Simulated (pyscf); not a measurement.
PySCF, gas phase, ωB97X-D3(BJ)/def2-SVP geometries.

### Question
Estimate by transition-state theory the rate constant of H₂N–SiH(NH₂)–NH₂ + water (H₂O) → ammonia (NH₃) + H₂N–SiH(NH₂)–OH (singlet surface; N–Si, H–O broken, H–N, O–Si formed) at 900 K, with ωB97M-D3(BJ)/def2-TZVP energies (ideal gas, 1 atm, RRHO with modes under 100 cm⁻¹ raised to 100, one conformer, R ln 2 for chiral ones without a mode under 150 cm⁻¹; no tunnelling).

### Answer
The electronic barrier is 19.5 kcal/mol and the thermal terms add +35.4, so ΔG‡ = 54.9 kcal/mol. With k_BT/h = 1.88e+13 s⁻¹ and RT = 1.788 kcal/mol, and a volume of 1.23e-19 cm³ per molecule at 1 atm, k = 1.1e-19 cm³ molecule⁻¹ s⁻¹. Wigner's tunnelling factor for 1039i cm⁻¹ would be 1.11. A shift of 1 kcal/mol in the barrier changes k by a factor 1.7. On the reactant side the descent ends in a complex, 6.1 kcal/mol under the separated species and 25.6 kcal/mol under the saddle at ωB97X-D3(BJ)/def2-TZVP. On the product side the descent ends in a complex (not fully relaxed), 5.4 kcal/mol under the separated species and 36.8 kcal/mol under the saddle at ωB97X-D3(BJ)/def2-TZVP. One saddle was located; it need not be the lowest between these sides.
